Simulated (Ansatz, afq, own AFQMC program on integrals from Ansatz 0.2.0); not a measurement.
Two steps: Ansatz 0.2.0 writes the Fock matrix and Cholesky factors of the valence space, and afq projects on them the lowest state that overlaps trial and start.

```yaml
crystal:
  periodic: [false, false, false]
  atoms:
    - {symbol: Ga, position_ang: [0.000000, 0.000000, 2.135516]}
    - {symbol: Be, position_ang: [0.000000, 0.000000, -0.388073]}
    - {symbol: H, position_ang: [0.000000, 0.000000, -1.747443]}
basis:
  gaussian: {orbitals: cc-pVDZ}
total_charge: 1
magnetization: {spin_polarized: false, initial_magnetization: 1}
correlation: {method: ccsd_t, electrons: outside_noble_gas, hamiltonian_folder: ham}
```

```sh
$ ansatz run in.yaml --threads 1 --pin off --events-out ev --progress --plain --max-ram 1843MiB
```

afq runs on the folder ham with

```
--method phaseless --trial cisd --walkers 60 --populations 1 --least-time 40 --time-step 0.005 --steps-per-block 50 --equilibration-blocks 28 --max-blocks 300 --target-error 0.00027 --factor-cut 1e-05 --start spin_pure --seed 8471 --release-times 0.24,0.51,0.99,1.62,2.4 --release-step 0.03 --release-every 4 --taylor-order 6
```

Times are imaginary, in 1/Eh. The walk had a cap of 511 s. Filled inner d shells are frozen with the cores.

Output of the walk:

```
orbitals 31  electrons 3 2  factors 230 of 498
reference energy -1938.15417795 Eh
CCSD correlation -0.08422836 Eh in 11 cycles, weight of the determinant in the CISD state 0.9169
energy of the start -1938.238404 Eh
 block  time / (1/Eh)  mean weight  energy / Eh
     1     0.250  0.9997  -1938.237956
     2     0.500  1.0005  -1938.238047
     3     0.750  0.9998  -1938.238253
     4     1.000  0.9989  -1938.238350
     5     1.250  0.9999  -1938.238787
     7     1.750  1.0000  -1938.239488
     9     2.250  0.9996  -1938.239244
    13     3.250  1.0002  -1938.239289
    21     5.250  0.9995  -1938.239372
    29     7.250  0.9998  -1938.240226
    37     9.250  0.9997  -1938.239479
    45    11.250  1.0002  -1938.239515
    53    13.250  0.9998  -1938.240053
    61    15.250  0.9993  -1938.239894
    69    17.250  0.9993  -1938.238602
    77    19.250  1.0005  -1938.240580
    85    21.250  0.9991  -1938.233713
    93    23.250  1.0004  -1938.240398
   101    25.250  0.9995  -1938.241038
   109    27.250  1.0002  -1938.240417
   117    29.250  1.0010  -1938.239396
   125    31.250  1.0001  -1938.239508
   133    33.250  1.0006  -1938.242068
   141    35.250  1.0010  -1938.239894
   149    37.250  0.9994  -1938.240132
   153    38.250  0.9988  -1938.242678
   157    39.250  0.9999  -1938.239454
   165    41.250  0.9998  -1938.239024
   173    43.250  0.9994  -1938.241382
   181    45.250  1.0004  -1938.240509
   185    46.250  1.0001  -1938.241236
blocks merged  error / Eh  count
     1  0.000081  160
     2  0.000096  80
     4  0.000104  40
     8  0.000111  20
    16  0.000104  10
released: time / (1/Eh)  energy / Eh  error  mean overlap
  0.24  -1938.240087  0.000162  0.9909
  0.51  -1938.240048  0.000142  0.9924
  0.99  -1938.240176  0.000113  0.9924
  1.62  -1938.240333  0.000144  0.9894
  2.40  -1938.240317  0.000157  0.9748
energy -1938.240069 +/- 0.000111 Eh
(rows thinned)
```

The run passed its tests (sampling time, drift between the halves within three errors, error under three times the target), which doesn't prove that it has relaxed. The second half of the sampling lies below the first by 1.9 errors of their difference, so the energy may still be moving and its error bar be too small.

Against this walk (error 3.0 meV) on the same determinant: CCSD(T) 12.0 meV higher, CCSDT(Q) 1.6 meV lower (within the noise), full CI 1.9 meV lower (within the noise). The error is statistical and leaves out the bias of the constraint. Released to 2.40 1/Eh the energy moves by -7 ± 5 meV (both errors), within twice the noise.

Cautions: constraint bias not in the error; no relativity below Rb; no spin-orbit coupling; inner d shell frozen.

The walk took 88 s on 1 thread of Arm Neoverse V2, with other jobs on the host. The log's last line is the phaseless energy.

CCSDT and higher add their correlation energy to the determinant of the CCSD(T) run, since their own runs factorise the integrals more tightly (a shift of under 2 meV). A walk keeps the symmetry of its determinant, which the program's search chose and which needn't be the lowest solution, so a lower state of the same spin and another symmetry isn't excluded.
